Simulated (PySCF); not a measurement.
Molecule: N-Methylacetamide, C3H7NO.

Molfile (atoms numbered from 1):
```
C3H7NO
     RDKit          3D

 12 11  0  0  0  0  0  0  0  0999 V2000
    1.8659    0.0911    0.3058 C   0  0  0  0  0  0  0  0  0  0  0  0
    0.5307   -0.3971    0.0795 N   0  0  0  0  0  0  0  0  0  0  0  0
   -0.5255    0.4586    0.0501 C   0  0  0  0  0  0  0  0  0  0  0  0
   -1.8716   -0.1728   -0.2285 C   0  0  0  0  0  0  0  0  0  0  0  0
   -0.3860    1.6548    0.2138 O   0  0  0  0  0  0  0  0  0  0  0  0
    2.1341    0.8632   -0.4322 H   0  0  0  0  0  0  0  0  0  0  0  0
    1.9661    0.5472    1.3044 H   0  0  0  0  0  0  0  0  0  0  0  0
    2.5777   -0.7408    0.2253 H   0  0  0  0  0  0  0  0  0  0  0  0
    0.3751   -1.3864   -0.0456 H   0  0  0  0  0  0  0  0  0  0  0  0
   -2.6237    0.3166    0.4036 H   0  0  0  0  0  0  0  0  0  0  0  0
   -1.8967   -1.2582   -0.0557 H   0  0  0  0  0  0  0  0  0  0  0  0
   -2.1462    0.0239   -1.2763 H   0  0  0  0  0  0  0  0  0  0  0  0
  1  2  1  0
  2  3  1  0
  3  4  1  0
  3  5  2  0
  1  6  1  0
  1  7  1  0
  1  8  1  0
  2  9  1  0
  4 10  1  0
  4 11  1  0
  4 12  1  0
M  END
```

Spin–spin couplings on one PBE0-D3(BJ)/def2-SVP geometry, PySCF, gas phase, non-relativistic, equivalent pairs averaged (spin–dipole term only in couplings to heteroatoms); isotopes 13C, 1H, 15N, 17O; basis pcJ-1.

How do the couplings (Hz) change with the functional? Times are CPU seconds on shared hosts with different chips, so compare them loosely.

Answers


```tsv
functional	functions	1J(C1,H6)	1J(C4,H10)	1J(N2,H9)	1J(C3,C4)	1J(C1,N2)	1J(N2,C3)	1J(C3,O5)	core-s
HF	205	173.7	161.9	-114.6	83.7	-27.2	-26.7	6.1	15
LDA	205	107.9	102.0	-77.4	38.8	-8.3	-10.2	32.3	15
PBE	205	130.4	122.3	-86.6	48.8	-11.5	-12.8	32.5	21
KT2	205	137.8	128.6	-93.8	39.2	-7.4	-7.2	39.9	21
B3LYP	205	143.6	134.0	-96.1	55.0	-14.4	-16.0	28.4	17
PBE0	205	135.1	126.3	-90.8	53.7	-13.6	-15.4	28.7	19
B97-2	205	129.5	120.7	-87.4	53.1	-14.0	-15.2	27.8	19
BHandHLYP	205	154.3	144.4	-102.1	64.5	-18.2	-19.9	22.4	21
CAM-B3LYP	205	140.6	131.7	-94.5	55.8	-14.7	-16.7	27.8	26
```
